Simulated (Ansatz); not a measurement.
**C₃H₈N₂: a ladder of functionals and wavefunction methods**

The task here is to estimate one member of a computed series from the others.

Method: functionals in def2-TZVPP, the program's frozen cores in correlated methods; program: Ansatz 0.2.0, Gaussian basis.

Levels to be run: PBE-D4, r2SCAN-D4, PBE0-D4, B3LYP-D4, ωB97X-V, ωB97M-V, B2PLYP; CCSD(T)/def2-TZVPP; MP2/def2-QZVPP; extrapolation to the limit.

### The relaxed structure

All runs share one geometry, relaxed beforehand with PBE0-D4 in a triple-zeta def2 set.

13 atoms, charge 0, spin multiplicity 1.

Atoms are counted from 1 here; the program's logs count them from 0.

Bond lengths: C1–N2 1.257 Å, C1–H6 1.090 Å, C1–H7 1.100 Å, N2–C3 1.455 Å, C3–N4 1.434 Å, C3–H8 1.102 Å, C3–H9 1.094 Å, N4–C5 1.448 Å, N4–H10 1.012 Å, C5–H11 1.094 Å, C5–H12 1.099 Å, C5–H13 1.091 Å. Angles: N2–C1–H6 119.7°, N2–C1–H7 123.1°, H6–C1–H7 117.2°, C1–N2–C3 117.7°, N2–C3–N4 113.3°, N2–C3–H8 111.3°, N2–C3–H9 107.1°, N4–C3–H8 108.4°, N4–C3–H9 108.4°, H8–C3–H9 108.1°, C3–N4–C5 114.2°, C3–N4–H10 109.5°, C5–N4–H10 110.4°, N4–C5–H11 109.1°, N4–C5–H12 114.5°, N4–C5–H13 109.3°, H11–C5–H12 107.9°, H11–C5–H13 107.4° and more.

Set-up of the first run:

File in.yaml:

```yaml
crystal:
  periodic: [false, false, false]
  atoms:
    - {symbol: C, position_ang: [-0.961162, 1.812825, 0.273233]}
    - {symbol: N, position_ang: [-0.136462, 1.270784, -0.505291]}
    - {symbol: C, position_ang: [0.915844, 0.457001, 0.084171]}
    - {symbol: N, position_ang: [0.949367, -0.882795, -0.426326]}
    - {symbol: C, position_ang: [-0.237073, -1.659857, -0.132706]}
    - {symbol: H, position_ang: [-1.767300, 2.423505, -0.133905]}
    - {symbol: H, position_ang: [-0.913867, 1.706849, 1.367200]}
    - {symbol: H, position_ang: [0.819191, 0.409963, 1.181126]}
    - {symbol: H, position_ang: [1.867498, 0.941758, -0.153422]}
    - {symbol: H, position_ang: [1.118030, -0.860274, -1.424129]}
    - {symbol: H, position_ang: [-0.345520, -1.753017, 0.951989]}
    - {symbol: H, position_ang: [-1.169824, -1.234904, -0.529615]}
    - {symbol: H, position_ang: [-0.118323, -2.666540, -0.537425]}
basis:
  gaussian: {orbitals: def2-TZVPP}
hamiltonian: {xc: pbe, dispersion: d4}
output: {forces: true, orbitals: {seedname: orbitals}}
```

Launch:

```
> ansatz run in.yaml --threads 4 --pin off --events-out ev --progress --plain --max-ram 10444MiB
```

Steps of the session up to this table: PBE-D4 (GGA); r2SCAN-D4 (meta-GGA); PBE0-D4 (hybrid); B3LYP-D4 (hybrid); ωB97X-V (range-separated); ωB97M-V (range-separated); B2PLYP (double hybrid); CCSD(T) in def2-TZVPP; MP2 in def2-QZVPP.

One of the session's tables, all rows but one given; the rest of the session is left out.

It belongs to the step «Atomisation energies». 

| method | atoms, summed (eV) | atomisation energy (eV) |
| --- | --- | --- |
| PBE-D4 | -6161.994 | 53.039 |
| r2SCAN-D4 | -6167.738 | 51.404 |
| PBE0-D4 | -6163.707 | 51.865 |
| B3LYP-D4 | -6171.641 | 51.822 |
| ωB97X-V | -6169.265 | 51.704 |
| ωB97M-V | -6168.203 | 51.745 |
| B2PLYP | -6166.334 | 51.122 |
| HF/def2-TZVPP | -6146.546 | 36.086 |
| MP2/def2-TZVPP | ? | ? |
| CCSD/def2-TZVPP | -6159.646 | 49.238 |
| CCSD(T)/def2-TZVPP | -6159.935 | 50.060 |
| MP2/CBS | -6158.943 | 52.067 |
| CCSD(T)/CBS | -6161.772 | 51.450 |

Q: Estimate the row for MP2/def2-TZVPP from the others.

The run gave: atoms, summed (eV): -6157.106; atomisation energy (eV): 50.676. In the column «atoms, summed (eV)» it lies between MP2/CBS (-6158.943) and HF/def2-TZVPP (-6146.546).
